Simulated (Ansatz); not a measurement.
**One shape, several levels: CHFO (SMILES O=CF)**

We compute a comparison of 6 runs (BHLYP/STO-3G, UPBE/STO-3G, UPBE0/STO-3G, r2SCAN0/STO-3G, CCSD(T)/STO-3G, UCCSD(T)/STO-3G) of CHFO. 

The results are computed with Ansatz 0.2.0.

62 further runs of the same task are left out: 2 that didn't finish, 60 set aside as unsound or not needed.

## (1) The system as given

CHFO: 4 atoms, total charge 0, spin state singlet. As SMILES, `O=CF`. The H4–C2 distance was set to 2.194 Å, away from the relaxed value. At this shape a bond of the SMILES string is far longer than usual.

Bond lengths: O1–C2 1.174 Å, C2–F3 1.336 Å. Angles: O1–C2–F3 122.9°.

## (2) A single-point energy at BHLYP/STO-3G (run 1)

input.yaml

```yaml
crystal:
  periodic: [false, false, false]
  atoms:
    - {symbol: O, position_ang: [-1.286267, -0.554396, 1.516888]}
    - {symbol: C, position_ang: [-0.443327, -0.688056, 0.710768]}
    - {symbol: F, position_ang: [0.188273, -1.847386, 0.507328]}
    - {symbol: H, position_ang: [0.350540, 0.823120, -0.667550]}
basis:
  gaussian: {orbitals: STO-3G}
hamiltonian: {xc: {name: BHLYP}}
accuracy: high
```

Run with:

```console
ansatz run input.yaml --threads 1 --pin off --max-ram 3480MiB --events-out events.jsonl --progress --plain --runs-dir runs
```

The log of the run:

```text
Warning: RAYON_NUM_THREADS=1 ignored (pool sized by the plan → 1); use --threads N
Functional definition: BHLYP
  name "BHLYP"
  parameter a = 0.5
  exchange = (1 - a)*b88_x + a*exact_x
  correlation = lyp_c
273 factors; integrals over basis functions are off by at most 5.4e-8 eV
mean field evaluation 1: about -5723.3606 eV, gradient 3.4e1 eV
mean field evaluation 2: about -5719.7567 eV, gradient 4.7e1 eV
mean field evaluation 4: about -5727.6461 eV, gradient 1.7e0 eV
mean field evaluation 8: about -5727.6713 eV, gradient 4.9e-2 eV
mean field evaluation 16: about -5727.6713 eV, gradient 5.7e-7 eV
mean field -5727.67134541 eV, -210.4880395886 hartree, gradient 6.8e-8 eV, S^2 0.000000; 0 other end points of the search recorded, 0 dependent functions left out
reference -5727.67135897 eV, -210.4880400870 hartree; 12, 12 occupied and 4, 4 virtual orbitals, 273 factors
Total energy: -5727.67135897 eV, -210.4880400870 hartree
```

Run time: 0.83 s. Hardware: 1 thread of Intel Xeon Platinum 8259CL at 2.50GHz (Skylake/Cascade Lake), shared host.

## (3) The energy at UPBE/STO-3G (run 2)

in.yaml

```yaml
crystal:
  periodic: [false, false, false]
  atoms:
    - {symbol: O, position_ang: [-1.286267, -0.554396, 1.516888]}
    - {symbol: C, position_ang: [-0.443327, -0.688056, 0.710768]}
    - {symbol: F, position_ang: [0.188273, -1.847386, 0.507328]}
    - {symbol: H, position_ang: [0.350540, 0.823120, -0.667550]}
basis:
  gaussian:
    orbitals: STO-3G
magnetization:
  spin_polarized: true
hamiltonian:
  xc: pbe
accuracy: high
```

Run with:

```console
ansatz run in.yaml --threads 1 --pin off --max-ram 3480MiB --events-out events.jsonl --progress --plain --runs-dir runs
```

The log of the run:

```text
Warning: RAYON_NUM_THREADS=1 ignored (pool sized by the plan → 1); use --threads N
Functional definition: PBE
  name "PBE"
  parameter kappa = 0.804
  parameter beta = 0.06672455060314922
  exchange = pbe_x(kappa = kappa, mu = beta*pi^2/3)
  correlation = pbe_c(beta = beta)
273 factors; integrals over basis functions are off by at most 5.4e-8 eV
mean field evaluation 1: about -5720.4820 eV, gradient 2.1e1 eV
mean field evaluation 2: about -5700.1614 eV, gradient 5.6e1 eV
mean field evaluation 4: about -5719.9840 eV, gradient 1.9e1 eV
mean field evaluation 8: about -5725.4952 eV, gradient 1.8e-4 eV
mean field evaluation 16: about -5725.4892 eV, gradient 7.3e-1 eV
mean field -5725.54266422 eV, -210.4098119980 hartree, gradient 4.8e-8 eV, S^2 0.344313; 3 other end points of the search recorded, 0 dependent functions left out
reference -5725.54266544 eV, -210.4098120428 hartree; 12, 12 occupied and 4, 4 virtual orbitals, 273 factors
Total energy: -5725.54266544 eV, -210.4098120428 hartree
```

Run time: 2.8 s. Hardware: 1 thread of Intel Xeon Platinum 8259CL at 2.50GHz (Skylake/Cascade Lake), shared host; peak memory 0.13 GiB.

Runs 3 to 5 aren't shown in full; the table further down has their settings and results.

## (4) A single-point energy at UCCSD(T)/STO-3G (run 6)

Changes to input.yaml since step 2:

```diff
@@ -8,4 +8,12 @@
 basis:
-  gaussian: {orbitals: STO-3G}
-hamiltonian: {xc: {name: BHLYP}}
+  gaussian:
+    orbitals: STO-3G
 accuracy: high
+magnetization:
+  spin_polarized: true
+  initial_magnetization: 0
+scf:
+  omitted_lower_state_checks: [cluster_reference, increment]
+correlation:
+  method: ccsd_t
+  frozen_orbitals: {C: 1, F: 1, H: 0, O: 1}
```

Run with:

```console
ansatz run input.yaml --threads 1 --pin off --max-ram 3480MiB --events-out events.jsonl --progress --plain --runs-dir runs
```

The log of the run:

```text
Warning: RAYON_NUM_THREADS=1 ignored (pool sized by the plan → 1); use --threads N
Functional definition: HF
  name "HF"
  exchange = exact_x
  correlation = 0
these checks for a lower state are left out or cut short: cluster_reference, increment
273 factors; integrals over basis functions are off by at most 5.4e-8 eV
mean field evaluation 1: about -5698.3131 eV, gradient 2.6e1 eV
mean field evaluation 2: about -5698.3823 eV, gradient 2.6e1 eV
mean field evaluation 4: about -5702.9720 eV, gradient 1.9e0 eV
mean field evaluation 8: about -5703.0305 eV, gradient 6.0e-4 eV
mean field evaluation 16: about -5703.6792 eV, gradient 4.0e0 eV
mean field evaluation 32: about -5705.6190 eV, gradient 4.8e-1 eV
mean field evaluation 64: about -5705.7475 eV, gradient 1.1e-3 eV
mean field evaluation 96: about -5702.9641 eV, gradient 1.6e0 eV
mean field evaluation 128: about -5705.7757 eV, gradient 4.0e-3 eV
mean field -5705.74750531 eV, -209.6823533255 hartree, gradient 3.8e-8 eV, S^2 0.979270; 13 other end points of the search recorded, 0 dependent functions left out
3 core orbitals not correlated: weight in the atoms' cores, before any rotation towards them, 1.000 or more for the frozen orbitals, at most 0.000 for the correlated occupied ones
reference -5705.74750531 eV, -209.6823533255 hartree; 9, 9 occupied and 4, 4 virtual orbitals, 273 factors
second order -3.42711520 eV of doubles, -0.00000000 eV of singles
cycle   1  -3.58835571 eV  change   -1.6e-1 eV  update   1.0e-1
cycle   2  -3.87706398 eV  change   -2.9e-1 eV  update   4.4e-2
cycle   3  -4.02694314 eV  change   -1.5e-1 eV  update   3.1e-2
cycle   4  -4.05212163 eV  change   -2.5e-2 eV  update   1.5e-2
cycle   5  -4.06587967 eV  change   -1.4e-2 eV  update   1.1e-2
cycle   6  -4.08518256 eV  change   -1.9e-2 eV  update   9.5e-3
cycle   7  -4.10893638 eV  change   -2.4e-2 eV  update   8.1e-3
cycle   8  -4.14543813 eV  change   -3.7e-2 eV  update   5.7e-3
cycle   9  -4.16263219 eV  change   -1.7e-2 eV  update   2.8e-3
cycle  10  -4.16324623 eV  change   -6.1e-4 eV  update   1.3e-3
cycle  11  -4.16419590 eV  change   -9.5e-4 eV  update   5.4e-4
cycle  12  -4.16406566 eV  change    1.3e-4 eV  update   1.9e-4
cycle  13  -4.16427021 eV  change   -2.0e-4 eV  update   6.6e-5
cycle  14  -4.16423945 eV  change    3.1e-5 eV  update   2.6e-5
cycle  15  -4.16422430 eV  change    1.5e-5 eV  update   1.2e-5
cycle  16  -4.16422218 eV  change    2.1e-6 eV  update   5.4e-6
cycle  17  -4.16422607 eV  change   -3.9e-6 eV  update   3.0e-6
cycle  18  -4.16422971 eV  change   -3.6e-6 eV  update   1.5e-6
cycle  19  -4.16422912 eV  change    5.9e-7 eV  update   9.1e-7
cycle  20  -4.16422783 eV  change    1.3e-6 eV  update   7.0e-7
cycle  21  -4.16422591 eV  change    1.9e-6 eV  update   5.7e-7
cycle  22  -4.16422434 eV  change    1.6e-6 eV  update   4.5e-7
cycle  23  -4.16422356 eV  change    7.8e-7 eV  update   3.2e-7
cycle  24  -4.16422277 eV  change    7.8e-7 eV  update   2.1e-7
cycle  25  -4.16422225 eV  change    5.2e-7 eV  update   1.1e-7
cycle  26  -4.16422208 eV  change    1.8e-7 eV  update   6.8e-8
cycle  27  -4.16422198 eV  change    9.8e-8 eV  update   4.1e-8
cycle  28  -4.16422169 eV  change    2.9e-7 eV  update   9.0e-8
cycle  29  -4.16422174 eV  change   -5.5e-8 eV  update   4.6e-8
cycle  30  -4.16422168 eV  change    6.4e-8 eV  update   1.9e-8
cycle  31  -4.16422168 eV  change   3.9e-10 eV  update   9.8e-9
cycle  32  -4.16422167 eV  change    9.9e-9 eV  update   4.9e-9
cycle  33  -4.16422167 eV  change   7.9e-10 eV  update   2.2e-9
perturbative correction -0.26416199 eV, -0.0097077740 hartree
Total energy: -5710.17588896 eV, -209.8450934231 hartree
Checks for a lower state left out: cluster_reference, increment
```

Wall time 0.93 s (1 thread of Intel Xeon Platinum 8259CL at 2.50GHz (Skylake/Cascade Lake), shared host).

## (5) The series

```csv
run,level,frozen core orbitals,energy (Eh),wall time
1,BHLYP/STO-3G,–,-210.488040,0.83 s
2,UPBE/STO-3G,–,-210.409812,2.8 s
3,UPBE0/STO-3G,–,-210.424541,4.2 s
4,r2SCAN0/STO-3G,–,-210.504276,1.9 s
5,CCSD(T)/STO-3G,3,-209.854810,0.28 s
6,UCCSD(T)/STO-3G,3,-209.845093,0.93 s
```

## (6) Results

| quantity | value |
| --- | --- |
| run 6: total energy | -209.84509 Eh |
| run 6: correlation energy (3 core orbitals frozen) | -162.7 mEh |
| run 6: (T) correction | -9.71 mEh |
| run 6: ⟨S²⟩ of the reference determinant | 0.979 |
| run 6: T1 diagnostic | 0.037 |

What this shows: Totals of different functionals can't be ranked against each other. In run 5 the log says that unrestricted orbitals would lower the reference, so the values rest on an unstable closed-shell determinant (other closed-shell runs at this shape may share the fault). In runs 1, 2, 3, 4, 5, 6 the basis is minimal, so the values are rough. In runs 1, 4, 5 a closed-shell determinant meets a far-stretched bond, which it describes badly. Spin contamination of the reference: run 6 ⟨S²⟩ = 0.98, run 3 ⟨S²⟩ = 0.70, run 2 ⟨S²⟩ = 0.34. Where it is this large, the reference is a mixture of spin states, and values that rest on it are in doubt. All runs together took 11 s, the longest 4.2 s.
